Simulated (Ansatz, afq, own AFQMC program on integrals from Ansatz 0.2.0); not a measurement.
**Where AFQMC and coupled cluster stand for AlH3O, triplet**

```xyz
5

Al   -1.0360    0.0000    0.0000
H    -1.8290    1.3734    0.0000
H    -1.8290   -1.3734    0.0000
H     0.7720    0.0000    0.0000
O     1.9290    0.0000    0.0000
```

Connectivity, by distances: AlH2 ··· O, 1 bridging H.

Basis cc-pVTZ. Only valence electrons are correlated. Integrals, coupled cluster, full CI and functionals: Ansatz 0.2.0; the random walks run on the same integrals in our own AFQMC program. The CISD trial takes its coefficients from CCSD amplitudes. Released means that phaseless walkers are propagated on without the constraint, phases kept. Error bars are statistical, one sigma.

Determinant: UHF, the one that the program's search chose, which needn't be the lowest solution. The geometry is a point of a scan.

No full CI on the walks' own integrals is used here. The released AFQMC energy serves as the reference, which it does only where one determinant dominates, the energy is flat over the last release times and near the phaseless one (40 meV or 2 meV an electron, half that with transition metals). On small molecules, where full CI could be run and the noise was under 10 meV, such values lay within 10 meV of it in 19 cases of 20, a flattering rate, since the rule was set on those same cases; what remains of the bias isn't in the error bar.

Cautions: lower spins were not checked; the released value is read at 1.62 1/Eh, later times being too noisy (meV from the phaseless value at times in 1/Eh: -15 ± 5 at 0.24, -22 ± 5 at 0.51, -21 ± 7 at 0.99, -16 ± 7 at 1.62, -45 ± 12 at 2.40).

```
T1 diagnostic                               : 0.0185
weight of the determinant in the CISD state : 0.884
⟨S²⟩ of the determinant                     : 2.038
size of the correlated space                : 12 electrons in 100 orbitals
```

Reference: AFQMC with the constraint released, correlation energy -8.742 ± 0.007 eV.

```json
{"level": "HF", "E − E(reference) (kcal/mol)": "201.59 ± 0.16", "share of correlation (%)": "0.00"}
{"level": "MP2", "E − E(reference) (kcal/mol)": "28.06 ± 0.16", "share of correlation (%)": "86.08"}
{"level": "CCSD", "E − E(reference) (kcal/mol)": "5.86 ± 0.16", "share of correlation (%)": "97.09"}
{"level": "CCSD(T)", "E − E(reference) (kcal/mol)": "0.61 ± 0.16", "share of correlation (%)": "99.70"}
{"level": "ph-AFQMC/CISD", "E − E(reference) (kcal/mol)": "0.38 ± 0.20", "share of correlation (%)": "99.81"}
```

A walk keeps the symmetry of its determinant, which the program's search chose and which needn't be the lowest solution, so a lower state of the same spin and another symmetry isn't excluded. Released energies are given only where the last usable release times agree within the noise; a slower fall can still hide under it.
